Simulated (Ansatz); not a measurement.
This Ansatz (a first-principles code) input (r2SCAN/STO-3G) gives -948.49723 Eh with 24 basis functions. A basis named .json is the Basis Set Exchange file of that set (core-valence sets with the plain set on hydrogen).

Ansatz 0.2 input:
```yaml
crystal:
  periodic: [false, false, false]
  atoms:
    - {symbol: C, position_ang: [0.15843431, -0.00360145, 0.66878908]}
    - {symbol: Cl, position_ang: [-0.06875929, 1.47284799, -0.15074332]}
    - {symbol: Cl, position_ang: [-0.03583858, -1.47140540, -0.17439705]}
    - {symbol: H, position_ang: [0.82755792, -0.00291530, 1.51465181]}
basis:
  gaussian:
    orbitals: STO-3G
hamiltonian:
  xc: {name: r2SCAN}
magnetization: {spin_polarized: true, initial_magnetization: 1}
```

Change:
```diff
- orbitals: STO-3G
+ orbitals: def2-TZVPPD.json
```

Question: What does the run give now?

Answer: -959.00771 Eh (r2SCAN/def2-TZVPPD, 156 functions), a change of -10510.48 mEh.
